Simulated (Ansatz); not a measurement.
A made-up structure of C₂H₄Cl (charge +1), closed shell:

C1  (-0.641, -0.156, -0.066)
C2  (0.753, 0.140, 0.072)
Cl3  (1.355, 1.619, 0.312)
H4  (0.850, -0.660, -0.617)
H5  (-1.308, 0.699, 0.000)
H6  (1.494, -0.660, 0.018)
H7  (-0.886, -0.934, 0.680)
(Å)

It is relaxed with PBE-D4/def2-SVP and then PBE0-D4/def2-TZVP (Ansatz 0.2.0). Atoms count as bonded within 1.22 times the sum of their covalent radii (H–H: 0.88 Å). The end point is not checked to be a true minimum.

Problem. Does its bonding change? (A judgement: the text doesn't fix the answer.)

Solution. By the calculation: Yes. Formed: C1–H4; broken: C2–H4.

Where it ends: The first stage lowers the energy by 3.96 eV in 20 steps. It ends as C₂H₄Cl ([CH3][CH][Cl]), total charge +1:
```
7
angstrom
C -0.3830 -0.1653 -0.1258
C 0.9529 0.1654 0.2699
Cl 1.4871 1.6691 0.5200
H -0.3094 -0.7822 -1.0409
H -1.0542 0.6793 -0.2554
H 1.6933 -0.6222 0.4239
H -0.7704 -0.8963 0.6081
```

Labels in which every atom is bracketed show which atoms are joined, not bond orders.

For scale, one of the runs: PBE0-D4/def2-TZVP relaxation, 123 basis functions, launched by `ansatz run in.yaml --threads 2 --pin off --events-out ev --progress --plain --max-ram 4352MiB`. Hardware: 2 CPU threads of an Arm Neoverse V2, shared host. Wall time about 13 s.
